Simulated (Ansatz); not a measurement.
# SiH3(NHMe) (CH7NSi): the relaxed shape and its frontier levels

Aim: characterise SiH3(NHMe) (CH7NSi) as a singlet: its structure, frontier levels and distribution of charge.

Method: RKS PBE0-D4/def2-TZVP; program: Ansatz 0.2.0, Gaussian basis.

Levels to be run: relaxation at PBE0-D4/def2-TZVP; a search for the lowest solution at PBE0-D4/def2-SVP; a single point at PBE0-D4/def2-TZVP.

**1. The starting structure**

10 atoms, charge 0, spin multiplicity 1.

Atoms are counted from 1 here; the program's logs count them from 0.

Bond lengths: Si1–H2 1.460 Å, Si1–H3 1.470 Å, Si1–H4 1.470 Å, Si1–N5 1.711 Å, N5–C6 1.439 Å, N5–H7 1.006 Å, C6–H8 1.096 Å, C6–H9 1.087 Å, C6–H10 1.095 Å. Angles: H2–Si1–H3 111.5°, H2–Si1–H4 111.6°, H2–Si1–N5 104.3°, H3–Si1–H4 107.7°, H3–Si1–N5 110.9°, H4–Si1–N5 110.9°, Si1–N5–C6 125.9°, Si1–N5–H7 121.2°, C6–N5–H7 112.8°, N5–C6–H8 111.4°, N5–C6–H9 109.2°, N5–C6–H10 111.4°, H8–C6–H9 108.3°, H8–C6–H10 108.2°, H9–C6–H10 108.3°.

As a file:

```xyz
10
charge 0, multiplicity 1
Si    0.5651    0.9773    0.8652
H     0.5060    0.8993    2.3218
H     1.9526    1.0042    0.3820
H    -0.1062    2.1833    0.3601
N    -0.2392   -0.4362    0.3337
C    -0.4711   -0.8113   -1.0361
H    -0.6178   -1.0985    0.9892
H    -1.5422   -0.8760   -1.2575
H    -0.0320   -0.0623   -1.6908
H    -0.0153   -1.7798   -1.2677
```

The start is a GFN2-xTB geometry.

**2. Relaxation at PBE0-D4/def2-TZVP**

in.yaml reads:

```yaml
crystal:
  periodic: [false, false, false]
  atoms:
    - {symbol: Si, position_ang: [0.565090, 0.977310, 0.865240]}
    - {symbol: H, position_ang: [0.506010, 0.899320, 2.321820]}
    - {symbol: H, position_ang: [1.952630, 1.004180, 0.382030]}
    - {symbol: H, position_ang: [-0.106200, 2.183260, 0.360110]}
    - {symbol: N, position_ang: [-0.239160, -0.436230, 0.333750]}
    - {symbol: C, position_ang: [-0.471120, -0.811260, -1.036120]}
    - {symbol: H, position_ang: [-0.617760, -1.098540, 0.989190]}
    - {symbol: H, position_ang: [-1.542170, -0.876000, -1.257490]}
    - {symbol: H, position_ang: [-0.032030, -0.062270, -1.690820]}
    - {symbol: H, position_ang: [-0.015290, -1.779770, -1.267710]}
basis:
  gaussian: {orbitals: def2-TZVP}
hamiltonian: {xc: pbe0, dispersion: d4}
scf: {lower_state_search: "off"}
output: {orbitals: {seedname: orbitals}}
relax: {f_tol: 0.02, max_steps: 100}
```

Launch:

```console
$ ansatz run in.yaml --threads 4 --pin off --events-out ev --progress --plain --max-ram 3916MiB
```

After this run come: Searching for the lowest solution, PBE0-D4/def2-SVP; Single point, PBE0-D4/def2-TZVP.

Q: Predict the results of all the runs planned. Wanted: point group; N–Si bond; HOMO, LUMO at PBE0-D4/def2-TZVP; dipole at PBE0-D4/def2-TZVP.

As calculated:

```
                       quantity           value
                    point group              Cs
                      N–Si bond         1.708 Å
HOMO, LUMO at PBE0-D4/def2-TZVP  -6.68, 0.49 eV
    dipole at PBE0-D4/def2-TZVP          1.33 D
```

**Reading.** The molecule keeps its bonding pattern by the stored test; the atoms moved 0.03 Å (rms). No usable vibrations, so a minimum isn't proven. The point group is read from a loosely relaxed geometry; soft torsions can leave it below the true symmetry.
